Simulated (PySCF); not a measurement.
**Cost of excited-state runs on `C#P`, CHP**

Molfile (atoms numbered from 1):
```
CHP
     RDKit          3D

  3  2  0  0  0  0  0  0  0  0999 V2000
   -0.1471    0.0504   -0.0132 C   0  0  0  0  0  0  0  0  0  0  0  0
    1.3783    0.2442    0.0770 P   0  0  0  0  0  0  0  0  0  0  0  0
   -1.2204   -0.0859   -0.0766 H   0  0  0  0  0  0  0  0  0  0  0  0
  1  2  3  0
  1  3  1  0
M  END
```

PySCF with density fitting, on 1 thread of an Arm Neoverse V1, shared host. Command: `OMP_NUM_THREADS=1 python excited_run.py task.json out`

(1) How long does each of these runs take, and how much memory?
- magnetisability and related constants, B3LYP/pcSseg-3; usual settings
- magnetisability and related constants, LC-wPBE/aug-pcSseg-2; usual settings

Results:

(1) 
| run | level | basis functions | wall time | peak memory (GiB) |
| --- | --- | --- | --- | --- |
| magnetisability and related constants | B3LYP/pcSseg-3 | 181 | 4.9 s | 0.56 |
| magnetisability and related constants | LC-wPBE/aug-pcSseg-2 | 134 | 5.1 s | 0.5 |

Times from a shared host are rough.
